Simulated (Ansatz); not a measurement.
Results of r²SCAN (plane waves, PAW; Ansatz, a quantum-chemistry and plane-wave program) for corundum (α-Al2O3).

Settings: plane-wave cutoff 560 eV, 8×8×8 k mesh, Fermi–Dirac smearing 0.01 eV, scalar-relativistic PAW data made under PBE.

Shape and atoms are relaxed at each volume.

Pressure at four volumes; x = ln(V/8.495 Å³). One pressure is withheld.

```csv
V (Å³/atom),x,P (GPa)
8.155,-0.0408,11.33
8.495,0.0000,0.00
8.665,0.0198,-4.88
8.835,0.0392,?
```

Task: Pass a parabola P(x) through the three rows shown, estimate the bulk modulus and its pressure derivative near zero pressure, and predict the withheld pressure.

Result: Slopes between the rows: (0.00 − (11.33))/(0.0000 − (-0.0408)) = -277.70 and (-4.88 − (0.00))/(0.0198 − (0.0000)) = -246.46 GPa. Their difference over the span 0.0606 is c = 31.24/0.0606 = 515.5 GPa, so P(x) = 11.33 + (-277.70)(x − (-0.0408)) + 515.5 (x − (-0.0408))(x − (0.0000)). At the middle row B = −dP/dx = −[-277.70 + 515.5 × 0.0408] = 256.7 GPa, and B′ = dB/dP = 2c/B = 4.0. At x = 0.0392 the parabola gives -9.27 GPa; the run gives -9.30 GPa. The Birch–Murnaghan fit to the energies at all volumes has B0 = 256 GPa and B′ = 3.9.

Measured, for comparison: bulk modulus 254 GPa (298 K, copied from a table, unchecked, no zero-point or thermal correction, with K' = 4.34, sources range from 239 to 254; as tabulated in BurnMan's mineral tables). Computed less measured: bulk modulus not scored (unchecked). A static lattice is as a rule a little smaller and stiffer than an uncorrected measurement, which can account for part of this in the bulk modulus.
